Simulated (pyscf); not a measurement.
Optimised with ωB97X-D3(BJ)/def2-SVP in PySCF.

How much does it cost (ΔH, 298 K, ωB97M-D3(BJ)/def2-TZVP) to split H₂N–Nb(Cl)(Cl)(Cl)–Cl at its H–N bond into [HN–Nb(Cl)(Cl)(Cl)–Cl]• + H•?

H–N to [HN–Nb(Cl)(Cl)(Cl)–Cl]• + H•: 453.9 kJ/mol. The 7 functionals that were run give +422.2 (PBE) to +459.9 kJ/mol (M06-2X). The radicals are drawn with the spin at the cut bond; how far it spreads was not checked. Other isomers of [HN–Nb(Cl)(Cl)(Cl)–Cl]• were not searched in full and may lie lower. Open-shell species with a d-block atom are single-reference here; other states, and whether the spin sits on metal or ligand, were not checked. Elements past Kr carry the def2 core potentials, without spin-orbit coupling.
